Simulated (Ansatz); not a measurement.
# HSi–CH$_{2}$, quartet: the ladder up to UCCSDT(Q)

Geometry: that of the HSi–CH2, doublet, kept fixed. The doublet lies 2.6 eV lower here.

```xyz
5

Si    0.0000   -0.0890    0.5568
C     0.0000    0.0881   -1.1386
H     0.0000    1.0983    1.4676
H     0.0000    1.0786   -1.5870
H     0.0000   -0.7467   -1.8283
```

Basis cc-pVTZ; Ansatz 0.2.0. Only valence electrons are correlated (noble-gas cores frozen), which leaves 11 electrons in 100 orbitals. Prefix R: restricted or restricted open-shell reference; prefix U: unrestricted. Active spaces: valence = (11e, 11o) chosen from the atoms' valence shells.

Full CI isn't at hand for all of this; UCCSDT(Q) serves as the reference, and is uncertain by about the last step of the cluster series. The frozen core follows each run's orbitals, which can shift R against U totals by a few meV.

The UHF ⟨S²⟩ is 3.765, the T1 diagnostic (RCCSD) is 0.0199 and the largest doubles amplitude (RCCSD) is 0.031. The T1 diagnostic (UCCSD) is 0.0152.

```csv
level,E − E(UCCSDT(Q)) (meV),share of correlation (%),wall time
RHF,7358,0.00,–
UHF,7196,2.21,–
RMP2,1147,84.42,–
UMP2,1160,84.23,–
RCCSD,275,96.26,–
UCCSD,270,96.32,–
RCCSD(T),40,99.46,8.5 s (H100)
UCCSD(T),38,99.48,5 s (H100)
BCCD(T),39,99.46,3 s (H100)
RCCSDT,11,99.85,–
UCCSDT,8,99.89,–
RCCSDT(Q),3,99.96,27 s (H100)
CASSCF (valence space),5376,26.94,–
NEVPT2 (valence space),1298,82.37,10 s (H100)
```

The correlation energy at UCCSDT(Q), counted from RHF, is -7.358 eV. That run took 31 s on 2 threads of AMD EPYC 7R13 with a shared H100 80 GB, shared host.

Times hold each run's SCF and search for its determinant on a shared host, so for small cases they say little of a method's own cost.

Natural occupations of CASSCF (valence space) about the gap: 1.980 1.978 1.974 1.002 1.001 0.999 0.026 0.022 0.020 0.013; effectively unpaired electrons, Σ n²(2−n)², 3.01.
